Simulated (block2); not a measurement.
**BH2F− (SMILES [BH2-]F): DMRG/ANO-RCC-MB**

Aim: the vertical doublet–quartet gap of BH2F− at DMRG/ANO-RCC-MB, from 2 runs. 

The calculation is run with block2 0.5.4.

3 further runs of the same task are left out: 3 set aside as unsound or not needed.

## 1. The structure to begin with

The species is BH2F− (4 atoms), meant as a doublet with charge -1. As SMILES, `[BH2-]F`. The coordinates come from a GFN2-xTB relaxation.

Bond lengths: B1–F2 1.499 Å, B1–H3 1.242 Å, B1–H4 1.242 Å. Angles: F2–B1–H3 108.4°, F2–B1–H4 108.4°, H3–B1–H4 113.0°.

## 2. A single-point energy at DMRG/ANO-RCC-MB

File make_fcidump.py:

```python
from pyscf import ao2mo, cc, dft, gto, mcscf, mp, scf
from pyscf.tools import fcidump

geom = "mol.xyz"
mol = gto.M(
    atom=geom,
    basis="ano-rcc-mb",
    charge=-1,
    spin=1,
    verbose=3,
)
print("nao: %d" % (mol.nao))
mf = scf.ROHF(mol)
mf.conv_tol = 1e-10
mf.max_cycle = 200
mf.kernel()
if not mf.converged:
    mf = mf.newton().run(mf.mo_coeff, mf.mo_occ)
print("reference energy: %.10f" % (mf.e_tot))
ref = scf.UHF(mol).run(mf.make_rdm1(), conv_tol=1e-10)
pt = mp.MP2(ref, frozen=2).run()
mycc = cc.CCSD(ref, frozen=2)
mycc.max_cycle = 150
mycc.kernel()
print(f"MP2 total energy: {pt.e_tot:.10f}")
if mycc.converged:
    print(f"E(CCSD): {mycc.e_tot:.10f}")
    print("CCSD(T) total energy: %.10f" % (mycc.e_tot + mycc.ccsd_t()))
ks = dft.UKS(mol, xc="lda,vwn5").set(conv_tol=1e-9, verbose=3).run(mf.make_rdm1())
if ks.converged:
    print("E(SVWN5): %.8f" % (ks.e_tot))
ks = dft.UKS(mol, xc="hse06").set(conv_tol=1e-9, verbose=3).run(mf.make_rdm1())
if ks.converged:
    print(f"E(HSE06): {ks.e_tot:.8f}")
ks = dft.UKS(mol, xc="tpss").set(conv_tol=1e-9, verbose=3).run(mf.make_rdm1())
if ks.converged:
    print("E(TPSS): %.8f" % (ks.e_tot))
occ_no, mo = mcscf.addons.make_natural_orbitals(mp.MP2(mf.to_uhf(), frozen=2).run())
mf.mo_coeff = mo
cas = mcscf.CASCI(mf, 10, 13)
h1, ecore = cas.get_h1eff()
fcidump.from_integrals("FCIDUMP", h1, cas.get_h2eff(), 10, 13, nuc=ecore, ms=1)
ci = mcscf.CASCI(mf, 10, (7, 6))
ci.fix_spin_(ss=0.75)
ci.fcisolver.conv_tol = 1e-10
ci.fcisolver.max_cycle = 200
ci.kernel()
print(f"FCI energy: {ci.e_tot:.10f}")
```

File input.conf:

```
sym c1
orbitals FCIDUMP
nelec 13
spin 1
irrep 1
occ 2 2 2 2 2 2 1 0 0 0
cbias 0.2
schedule
0 50 1E-09 1E-04
2 75 1E-09 1E-04
6 100 1E-09 1E-05
10 100 1E-10 0.0
end
maxiter 16
sweep_tol 1E-07
fiedler
mem 2g
num_thrds 1
prefix ./tmp
outputlevel 2
onepdm
```

The run is started by

```bash
$ python make_fcidump.py && block2main input.conf
```

Standard output:

```text
$ python make_fcidump.py
[... 108 lines left out ...]
 <-- Site =    4-   5 .. Mmps =   50 Ndav =  10 E =   -125.2586685944 Error = 3.46e-06 FLOPS = 1.40e+09 Tdav = 0.20 T = 0.26
[... 50 lines left out ...]
 --> Site =    1-   2 .. Mmps =   10 Ndav =   1 E =   -125.2587708437 Error = 0.00e+00 FLOPS = 4.68e+08 Tdav = 0.00 T = 0.02
[... 41 lines left out ...]
 --> Site =    7-   8 .. Mmps =   79 Ndav =   2 E =   -125.2587794472 Error = 2.86e-14 FLOPS = 6.67e+08 Tdav = 0.00 T = 0.03
[... 50 lines left out ...]
 <-- Site =    4-   5 .. Mmps =  100 Ndav =   5 E =   -125.2587819850 Error = 7.52e-08 FLOPS = 3.17e+09 Tdav = 0.20 T = 0.33
[... 63 lines left out ...]
 <-- Site =    5-   6 .. Nterms =            9 Error =  0.000000000000/ 0.000000000000 FLOPS = 1.04e+09 Tmult = 0.00 T = 0.02
 <-- Site =    4-   5 .. Nterms =           11 Error =  0.000000011577/ 0.000000000000 FLOPS = 2.60e+09 Tmult = 0.00 T = 0.02
 <-- Site =    3-   4 .. Nterms =           13 Error =  0.000000441420/ 0.000000000000 FLOPS = 1.41e+09 Tmult = 0.00 T = 0.01
 <-- Site =    2-   3 .. Nterms =           15 Error =  0.000000000000/ 0.000000000000 FLOPS = 5.48e+08 Tmult = 0.00 T = 0.02
 <-- Site =    1-   2 .. Nterms =           17 Error =  0.000000000000/ 0.000000000000 FLOPS = 4.19e+08 Tmult = 0.00 T = 0.02
 <-- Site =    0-   1 .. Nterms =           19 Error =  0.000000000000/ 0.000000000000 FLOPS = 2.94e+08 Tmult = 0.00 T = 0.01
[... 7 lines left out ...]
NPDM Sorting | Nsites =    10 | Nmaxops =  2 | DotSite = 2 | SymbolFree = T | Compressed = T | LowMem = F | Mem = 800 B
 Site =     0 ..  T = 0.000
 Site =     1 ..  T = 0.000
 Site =     2 ..  T = 0.000
 Site =     3 ..  T = 0.000
 Site =     4 ..  T = 0.000
 Site =     5 ..  T = 0.000
 Site =     6 ..  T = 0.000
 Site =     7 ..  T = 0.000
 Site =     8 ..  T = 0.000
Ttotal =      0.000

DMRG OCC =   2.000 1.997 1.993 1.984 1.977 1.974 1.006 0.027 0.021 0.021
```

Wall time 26 s (1 thread of Intel Xeon at 2.50GHz (Skylake/Cascade Lake), shared host); peak memory 0.2 GiB.

## 3. The quartet: the energy at DMRG/ANO-RCC-MB

File prepare.py:

```python
from pyscf import ao2mo, cc, dft, gto, mcscf, mp, scf
from pyscf.tools import fcidump

mol = gto.M(atom="""
B     -0.16315895     0.57528932     0.19347016
F      1.95002729    -0.88594140     1.38509366
H     -2.15493029    -0.63054492     0.48412894
H      0.36804306     0.94119699    -2.06267386
""", basis="ano-rcc-mb", unit="bohr", charge=-1, spin=3, verbose=3, max_memory=2000)
print("basis functions = %d" % (mol.nao))
mf = scf.ROHF(mol)
mf.conv_tol = 1e-10
mf.max_cycle = 200
mf.kernel()
if not mf.converged:
    mf = mf.newton().run(mf.mo_coeff, mf.mo_occ)
print("SCF energy = %.10f" % (mf.e_tot))
# MP2, CCSD and CCSD(T) with the same frozen core
ref = scf.UHF(mol).run(mf.make_rdm1(), conv_tol=1e-10)
pt = mp.MP2(ref, frozen=2).run()
mycc = cc.CCSD(ref, frozen=2)
mycc.max_cycle = 150
mycc.kernel()
print(f"E(MP2) = {pt.e_tot:.10f}")
if mycc.converged:
    print("E(CCSD) = %.10f" % (mycc.e_tot))
    print("E(CCSD(T)) = %.10f" % (mycc.e_tot + mycc.ccsd_t()))
# a few density functionals on the same geometry and basis
ks = dft.UKS(mol, xc="lda,vwn5").set(conv_tol=1e-9, verbose=3).run(mf.make_rdm1())
if ks.converged:
    print(f"E(SVWN5) = {ks.e_tot:.8f}")
ks = dft.UKS(mol, xc="hse06").set(conv_tol=1e-9, verbose=3).run(mf.make_rdm1())
if ks.converged:
    print("E(HSE06) = %.8f" % (ks.e_tot))
ks = dft.UKS(mol, xc="tpss").set(conv_tol=1e-9, verbose=3).run(mf.make_rdm1())
if ks.converged:
    print(f"E(TPSS) = {ks.e_tot:.8f}")
# CCSD natural orbitals
occ_no, mo = mcscf.addons.make_natural_orbitals(cc.CCSD(mf.to_uhf(), frozen=2).run())
mf.mo_coeff = mo
# write the integrals of the correlated orbitals
cas = mcscf.CASCI(mf, 10, 13)
h1, ecore = cas.get_h1eff()
fcidump.from_integrals("FCIDUMP", h1, cas.get_h2eff(), 10, 13, nuc=ecore, ms=3)
# FCI check
ci = mcscf.CASCI(mf, 10, (8, 5))
ci.fix_spin_(ss=3.75)
ci.fcisolver.conv_tol = 1e-10
ci.fcisolver.max_cycle = 200
ci.kernel()
print("FCI energy = %.10f" % (ci.e_tot))
```

File dmrg.conf:

```
sym c1
orbitals FCIDUMP
nelec 13
spin 3
irrep 1
occ 2 2 2 2 2 1 1 1 0 0
cbias 0.3
schedule
0 12 1E-07 1E-03
2 25 1E-07 1E-04
4 50 1E-07 1E-04
7 100 1E-07 1E-05
11 100 1E-08 0.0
end
maxiter 17
sweep_tol 1E-06
fiedler
mem 2g
num_thrds 1
prefix ./tmp
outputlevel 1
```

The run is started by

```bash
$ python prepare.py && block2main dmrg.conf
```

Standard output:

```text
$ python prepare.py
basis functions = 12
converged SCF energy = -124.802644566855
SCF energy = -124.8026445669
converged SCF energy = -124.80380395915  <S^2> = 3.7544357  2S+1 = 4.0022172
E(UMP2) = -124.827234182461  E_corr = -0.0234302233108732
E(SCS-UMP2) = -124.829142148847  E_corr = -0.0253381896967208
E(UCCSD) = -124.8462112894228  E_corr = -0.04240733027301473
E(MP2) = -124.8272341825
E(CCSD) = -124.8462112894
UCCSD(T) correction = -0.00065668213156487
E(CCSD(T)) = -124.8468679716

WARN: HOMO 0.403825497788126 >= LUMO 0.0529734023716086

WARN: HOMO 0.49153984559458 >= LUMO 0.287571981456758

WARN: HOMO 0.476076966701734 >= LUMO 0.130571907068262

WARN: HOMO 0.446950481422074 >= LUMO 0.0715065072121911

WARN: HOMO 0.444430875737937 >= LUMO 0.0583920612529508

WARN: HOMO 0.437181974732098 >= LUMO 0.0511341056456358

WARN: HOMO 0.437753609765752 >= LUMO 0.0500432756213548

[... 4 lines left out ...]
WARN: HOMO 0.437796995109422 >= LUMO 0.0502473799130514
[... 8 lines left out ...]
WARN: HOMO 0.364718861042334 >= LUMO 0.0533439261551211
[... 7 lines left out ...]
WARN: HOMO 0.3919380316449 >= LUMO 0.0721389404471166
[... 7 lines left out ...]
WARN: HOMO 0.392030563296367 >= LUMO 0.0723445489971966
[... 8 lines left out ...]
WARN: HOMO 0.493788494533487 >= LUMO 0.25666144295896
[... 7 lines left out ...]
WARN: HOMO 0.426184987005291 >= LUMO 0.0477756509757599
[... 7 lines left out ...]
WARN: HOMO 0.426727282624511 >= LUMO 0.0481185505846257
[... 44 lines left out ...]
integral sym error =            0
[... 33 lines left out ...]
Sweep =    6 | Direction =  forward | Bond dimension =   50 | Noise =  1.00e-04 | Dav threshold =  1.00e-07
Time elapsed =      2.428 | E =    -124.8474379583 | DE = -5.66e-07 | DW = 2.25095e-05

Sweep =    7 | Direction = backward | Bond dimension =  100 | Noise =  1.00e-05 | Dav threshold =  1.00e-07
Time elapsed =      2.980 | E =    -124.8474605665 | DE = -2.26e-05 | DW = 2.68534e-07

Sweep =    8 | Direction =  forward | Bond dimension =  100 | Noise =  1.00e-05 | Dav threshold =  1.00e-07
Time elapsed =      3.619 | E =    -124.8474636796 | DE = -3.11e-06 | DW = 3.92031e-07

Sweep =    9 | Direction = backward | Bond dimension =  100 | Noise =  1.00e-05 | Dav threshold =  1.00e-07
Time elapsed =      4.245 | E =    -124.8474637451 | DE = -6.55e-08 | DW = 2.77134e-07

Sweep =   10 | Direction =  forward | Bond dimension =  100 | Noise =  1.00e-05 | Dav threshold =  1.00e-07
Time elapsed =      4.721 | E =    -124.8474637484 | DE = -3.33e-09 | DW = 3.94854e-07

Sweep =   11 | Direction = backward | Bond dimension =  100 | Noise =  0.00e+00 | Dav threshold =  1.00e-08
Time elapsed =      5.315 | E =    -124.8474637473 | DE = 1.18e-09 | DW = 1.06432e-07

Final canonical form =  CRRRRRRRRR 0
DMRG Energy = -124.847463747250586
```

Wall time 31 s (1 thread of Intel Xeon at 2.50GHz (Skylake/Cascade Lake), shared host); peak memory 0.19 GiB.

## 4. What came out

At DMRG/ANO-RCC-MB, 2 core orbitals frozen:

| quantity | value |
| --- | --- |
| run 1, DMRG/ANO-RCC-MB: total energy | -125.25878 Eh |
| quartet: total energy | -124.84746 Eh |
| vertical energy of the quartet above the doublet | 11.193 eV |

What this shows: At this shape the quartet lies 11.19 eV (1080 kJ/mol) above the doublet. For an anion a state so high probably lies above electron detachment. In a minimal basis such a difference can be off by several eV, whatever the method. The basis (run 1, DMRG/ANO-RCC-MB) was made for a relativistic Hamiltonian, but the run is non-relativistic. The basis (quartet) was made for a relativistic Hamiltonian, but the run is non-relativistic.
